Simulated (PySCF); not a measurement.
# C3H7N: electronic excitations and core binding energies

Aim: predict the electronic excitations and core binding energies of C3H7N (`C=NCC`).

Programs: PySCF 2.14.0, with density-fitted response routines of our own. Each step states its level of theory. These are calculated values for one molecule in the gas phase, unless marked as measured. Atoms count from 0, in the outputs and in this text.

## (1) The starting structure

11 atoms, charge 0, multiplicity 1; geometry from: GFN2-xTB.

Bonds of the start (Å): C0–N1 1.25, N1–C2 1.43, C2–C3 1.53, C0–H4 1.08, C0–H5 1.10, C2–H6 1.10, C2–H7 1.09, C3–H8 1.09, C3–H9 1.09, C3–H10 1.09.

## (2) Excited states and response: PBE0/def2-SVPD

Job settings and geometry (Å):

```
{"job": {"kind": "uv", "xc": "PBE0", "basis": "def2-SVPD", "nstates": 8, "ntriplets": 3}, "charge": 0, "multiplicity": 1}
C      1.909652    -0.086237    -0.274020
N      0.925340     0.454466     0.272637
C     -0.278192    -0.286697     0.505027
C     -1.447721     0.412356    -0.183634
H      2.799365     0.503881    -0.439348
H      1.941217    -1.134459    -0.599617
H     -0.202101    -1.333635     0.163856
H     -0.447016    -0.281326     1.586678
H     -1.313321     0.397052    -1.262692
H     -2.380177    -0.089390     0.061095
H     -1.501622     1.446661     0.144053
```

Level: TDDFT PBE0/def2-SVPD, vertical, gas phase, core orbitals frozen in the response.

The run is started by

```console
$ OMP_NUM_THREADS=1 python probes_run.py task.json out
```

The driver reads the jobs from task.json and runs them one after another.

**Question.** This job is followed by: delta-SCF UKS SCAN, pcX-2 on the ionised atom, pcseg-1 elsewhere, spin-free X2C. Predict these results of the whole session: lowest singlet (PBE0/def2-SVPD); brightest single state of those computed; lowest triplet; surface potential, 1st and 99th percentile; C1s binding energies, SCAN/pcX-2; N1s binding energies, SCAN/pcX-2.

**Answer**, as computed:

```
                                quantity                               value
         lowest singlet (PBE0/def2-SVPD)         4.90 eV (253 nm), f = 0.001
brightest single state of those computed         state 4, 7.85 eV, f = 0.246
                          lowest triplet                             4.04 eV
   surface potential, 1st and 99th percentile                  -1.66 V and 0.79 V
        C1s binding energies, SCAN/pcX-2  C0 291.57, C2 291.42, C3 290.56 eV
        N1s binding energies, SCAN/pcX-2                        N1 404.88 eV
```

In words: The first singlet state (HOMO→LUMO 0.99) lies at 4.90 eV and is weak; of the 8 states computed, the strongest absorption comes from state 4 at 7.85 eV (the last state computed is bright too, and its partners may lie past the list). The lowest triplet lies 0.86 eV below the lowest singlet (triplets in Tamm-Dancoff, singlets in full TDDFT). States above −ε(HOMO) lie where TDDFT describes them poorly and they hang on the basis; the brightest is among them. The C1s levels kept as sound span 1.01 eV, from C3 (methyl carbon) up to C0 (C=N carbon).
